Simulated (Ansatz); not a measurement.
The input, for Ansatz 0.2.0:

```yaml
crystal:
  periodic: [false, false, false]
  atoms:
    - {symbol: P, position_ang: [0.000000, 0.050000, 2.055800]}
    - {symbol: P, position_ang: [0.000000, 0.000000, 2.055800]}
basis:
  gaussian: {orbitals: aug-cc-pVDZ}
total_charge: 1
magnetization: {spin_polarized: true, initial_magnetization: 3}
correlation: {method: ccsd_t, electrons: outside_noble_gas}
output: {forces: true}
```

```sh
$ ansatz run in.yaml --threads 1 --pin off --events-out ev --progress --plain --max-ram 2393MiB
```

Problem. One thing in this input was set wrong on purpose, beside settings that are merely unusual. What is the gravest fault, and what does the program do?

Solution. Atoms on top of each other. How the run ends: converged.
```
534 factors; integrals over basis functions are off by at most 3.3e-6 eV
mean field evaluation 1: about 29766.2543 eV, gradient 2.5e2 eV
mean field evaluation 2: about 29766.0468 eV, gradient 2.5e2 eV
mean field evaluation 4: about 29709.9586 eV, gradient 4.2e0 eV
mean field evaluation 8: about 29709.9086 eV, gradient 2.4e-1 eV
mean field evaluation 16: about 29709.8761 eV, gradient 1.7e-1 eV
mean field evaluation 32: about 29709.9086 eV, gradient 1.3e-3 eV
mean field evaluation 64: about 29709.9086 eV, gradient 2.2e-6 eV
mean field evaluation 96: about 29709.8826 eV, gradient 1.2e-1 eV
mean field evaluation 128: about 29720.6663 eV, gradient 3.6e1 eV
mean field evaluation 160: about 29710.3147 eV, gradient 3.6e-2 eV
...
cycle  10  -1.73426053 eV  change   -4.8e-5 eV  update   5.6e-5
cycle  11  -1.73426450 eV  change   -4.0e-6 eV  update   2.1e-5
cycle  12  -1.73426507 eV  change   -5.7e-7 eV  update   9.1e-6
cycle  13  -1.73426588 eV  change   -8.1e-7 eV  update   3.1e-6
cycle  14  -1.73426600 eV  change   -1.2e-7 eV  update   1.1e-6
cycle  15  -1.73426594 eV  change    5.4e-8 eV  update   6.7e-7
cycle  16  -1.73426586 eV  change    8.6e-8 eV  update   6.0e-7
cycle  17  -1.73426604 eV  change   -1.8e-7 eV  update   5.1e-7
cycle  18  -1.73426602 eV  change    1.6e-8 eV  update   2.8e-7
cycle  19  -1.73426598 eV  change    4.0e-8 eV  update   1.5e-7
perturbative correction -0.01831249 eV, -0.0006729717 hartree
the calculation of the forces begins
Total energy: 29708.11915409 eV, 1091.7532420265 hartree
Atom 0 at     0.000000     0.050000     2.055800 Å, force    -0.000013 1245270.943197    -0.000001 eV/Å
Atom 1 at     0.000000     0.000000     2.055800 Å, force     0.000013 -1245270.943197     0.000001 eV/Å
Dipole moment:     0.000000     0.000000    -0.000000 e Å
```
